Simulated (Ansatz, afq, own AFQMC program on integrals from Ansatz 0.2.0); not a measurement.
# Atomization energy of Si2H2, singlet, worked out

```tsv
atom	x (Å)	y (Å)	z (Å)
Si	0.0000	0.0000	1.0300
Si	0.0000	0.0000	-1.1633
H	0.0000	1.2361	1.8580
H	0.0000	-1.2361	1.8580
```

Connectivity, by distances: SiH2–Si.

Basis cc-pVDZ. Noble-gas cores (and the filled d shells of Ga–Kr and In–Xe) are frozen. AFQMC by an in-house program on the Cholesky factors that Ansatz 0.2.0 writes for its CCSD(T) run. The CISD trial takes its coefficients from CCSD amplitudes. Released means that phaseless walkers are propagated on without the constraint, phases kept. ± is one standard error of the sampling.

Total energies in eV. CBS is CCSD(T) at the limit of def2-TZVPP/QZVPP (extrapolated itself); the highest rung of each member is named.

Cautions: Si₂H₂ (singlet): higher spins were not checked, restricted determinant unstable towards unrestricted (UHF 145 meV lower, ⟨S²⟩ 0.74), the released energies are still falling, so no released level is given (meV from the phaseless value at times in 1/Eh: -5 ± 14 at 0.24, -6 ± 11 at 0.51, -17 ± 11 at 0.99, -55 ± 14 at 1.62, -74 ± 15 at 2.40), its ph-AFQMC/CISD value lies 38 ± 14 meV above CCSDT(Q).

| member | count | CCSD(T)/cc-pVDZ | highest rung in cc-pVDZ | which | CCSD(T)/CBS |
| --- | --- | --- | --- | --- | --- |
| Si (triplet) | +2 | -7861.7800 | -7861.7922 | FCI | -7862.5000 |
| H (doublet) | +2 | -13.5861 | -13.5861 | FCI | -13.6059 |
| Si₂H₂, singlet | -1 | -15759.2002 | -15759.2585 | CCSDT(Q) | -15761.7991 |

Task: Work out the best estimate of the atomization energy: the CCSD(T)/CBS difference plus the step from CCSD(T) to the highest rung.

Result: Sums with the counts: CCSD(T)/CBS 9.5873 eV, highest rung 8.5019 eV, CCSD(T)/cc-pVDZ 8.4680 eV. The step is 8.5019 − 8.4680 = 0.0339 eV, so the best estimate is 9.5873 + (0.0339) = 9.6212 eV = 221.9 kcal/mol. The basis set is worth 1.119 eV of it. Zero-point, core-correlation and spin–orbit terms aren't in it. Past Ne the Hartree–Fock part of each CBS total tends to overshoot, since the cores don't follow the formula; that largely cancels in the difference.

Best estimates are given only where the step beyond CCSD(T) is under 0.3 eV and no member's determinant is very poor (T1 over 0.05, or 0.07 for open shells, ⟨S²⟩ too high by 0.3, two states mixed), so the hardest cases are missing from such tables.

CCSDT and higher add their correlation energy to the determinant of the CCSD(T) run, since their own runs factorise the integrals more tightly (a shift of under 2 meV). Each member of a difference takes its own highest rung, so a best estimate needn't equal the limit plus the step of one row.
